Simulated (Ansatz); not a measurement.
Body-centred tetragonal In was calculated with r²SCAN (PAW; Ansatz, an electronic-structure program).

Run with plane-wave cutoff 560 eV, 24×24×24 k mesh, Fermi–Dirac smearing 0.05 eV, scalar-relativistic PAW data made under PBE.

The cell is scaled about its equilibrium volume:

Shape and atoms are relaxed at each volume.

```json
[
 {"V (Å³/atom)": "25.223", "P (GPa)": "1.90", "c (Å)": "4.910", "a (Å)": "3.205"},
 {"V (Å³/atom)": "25.748", "P (GPa)": "0.88", "c (Å)": "4.953", "a (Å)": "3.225"},
 {"V (Å³/atom)": "26.274", "P (GPa)": "-0.02", "c (Å)": "4.986", "a (Å)": "3.246"},
 {"V (Å³/atom)": "26.799", "P (GPa)": "-0.81", "c (Å)": "5.025", "a (Å)": "3.266"},
 {"V (Å³/atom)": "27.325", "P (GPa)": "-1.51", "c (Å)": "5.063", "a (Å)": "3.286"}
]
```
